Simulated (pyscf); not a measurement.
Thermochemistry of product channels of `[O]=[Ta]([OH])([OH])[OH]` + `[FH]` on the singlet surface, in kcal/mol, from ωB97M-D3(BJ)/def2-TZVP energies (ideal gas, 1 atm, RRHO with modes under 100 cm⁻¹ raised to 100, one conformer, R ln 2 for chiral ones without a mode under 150 cm⁻¹). Structures and frequencies: ωB97X-D3(BJ)/def2-SVP in PySCF.

| products | ΔE | ΔH(298 K) | ΔG(600 K) | ΔG(1200 K) |
|---|---|---|---|---|
| `[OH][Ta]([OH])([OH])([OH])[F]` | -32.3 | -30.8 | -11.0 | +7.9 |
| `[O]=[Ta]([OH])([OH])[F]` + `[OH2]` | -9.1 | -8.4 | -10.1 | -10.8 |

The channel to HO–Ta(OH)(OH)(OH)–F turns unfavourable between 298 and 1200 K (ΔG from -20.9 kcal/mol to +7.9 kcal/mol).

These are energies of the channels, which say nothing of barriers. Elements past Kr carry the def2 core potentials, without spin-orbit coupling.
